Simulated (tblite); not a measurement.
Formyl fluoride, CHFO.
SMILES with atom numbers: `[O:1]=[CH:2][F:3]` (hydrogens: H4 on C2)

Computed with GFN2-xTB (tblite), gas phase: L-BFGS steps from a force-field or distance-geometry start until the largest atomic force falls under 0.01 eV/Å.

Step 0: E = -310.7237 eV
```
atom  x, y, z in Å  |  force x, y, z in eV/Å
O1     -0.8707   -0.8609    0.0006    1.906   2.658  -0.067
C2     -0.0598    0.0472   -0.0111   -1.913  -3.311   0.132
F3      1.2490   -0.3029   -0.0056   -0.641   0.967  -0.031
H4     -0.3083    1.1213   -0.0068    0.647  -0.314  -0.034
```

Step 1: E = -310.6824 eV
```
atom  x, y, z in Å  |  force x, y, z in eV/Å
O1     -0.8433   -0.8230   -0.0002   -4.246  -4.423   0.018
C2     -0.0871   -0.0001   -0.0093    3.542   4.594   0.032
F3      1.2399   -0.2891   -0.0060   -0.039   0.620  -0.022
H4     -0.2992    1.1169   -0.0073    0.743  -0.791  -0.028
```

Step 2: E = -310.8438 eV
```
atom  x, y, z in Å  |  force x, y, z in eV/Å
O1     -0.8657   -0.8455   -0.0002    0.084   0.360  -0.026
C2     -0.0688    0.0227   -0.0089   -0.534  -0.571   0.067
F3      1.2389   -0.2844   -0.0062   -0.135   0.614  -0.019
H4     -0.2942    1.1120   -0.0076    0.585  -0.402  -0.022
```

Step 3: E = -310.8602 eV
```
atom  x, y, z in Å  |  force x, y, z in eV/Å
O1     -0.8687   -0.8445   -0.0006   -0.106   0.071  -0.016
C2     -0.0728    0.0186   -0.0079   -0.298  -0.300   0.045
F3      1.2366   -0.2747   -0.0065   -0.070   0.481  -0.013
H4     -0.2849    1.1053   -0.0079    0.474  -0.252  -0.015
```

Problem. Estimate the geometry and energy of step 4. (The exact step hangs on the optimiser's Hessian estimate; all steps are aligned on step 3, rigid shifts and turns removed.)

Solution. E = -310.8831 eV, largest force 0.403 eV/Å
```
atom  x, y, z in Å  |  force x, y, z in eV/Å
O1     -0.8823   -0.8464   -0.0017   -0.240  -0.324   0.006
C2     -0.0843    0.0066   -0.0048    0.084   0.128  -0.014
F3      1.2307   -0.2428   -0.0074    0.069   0.038   0.003
H4     -0.2539    1.0873   -0.0090    0.087   0.158   0.004
```

The energy changes by -0.0229 eV. The first-order estimate −F·Δx gives -0.0435 eV and the mean of the old and new forces, exact on a quadratic surface, -0.0228 eV. The step makes an angle of 15° with the force vector and moves no atom by more than 0.036 Å.

Run on Arm Neoverse V2, one thread, no GPU, on a shared host.
